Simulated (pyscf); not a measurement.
Single points on ωB97X-D3(BJ)/def2-SVP structures (PySCF, gas phase).

Problem. Estimate by transition-state theory the rate constant of methane (CH₄) + H₃C–InH–CH₃ → H₃C–In(CH₃)–CH₃ + hydrogen (H₂) (singlet surface; C–H, H–In broken, C–In, H–H formed) at 1200 K, with ωB97M-D3(BJ)/def2-TZVP energies (ideal gas, 1 atm, RRHO with modes under 100 cm⁻¹ raised to 100, one conformer, R ln 2 for chiral ones without a mode under 150 cm⁻¹; no tunnelling).

Solution. The electronic barrier is 46.1 kcal/mol and the thermal terms add +34.5, so ΔG‡ = 80.7 kcal/mol. With k_BT/h = 2.50e+13 s⁻¹ and RT = 2.385 kcal/mol, and a volume of 1.64e-19 cm³ per molecule at 1 atm, k = 8.4e-21 cm³ molecule⁻¹ s⁻¹. Wigner's tunnelling factor for 1578i cm⁻¹ would be 1.15. A shift of 1 kcal/mol in the barrier changes k by a factor 1.5. At the saddle there is also a short H–In contact that neither side keeps. One saddle was located; it need not be the lowest between these sides. Elements past Kr carry the def2 core potentials, without spin-orbit coupling.
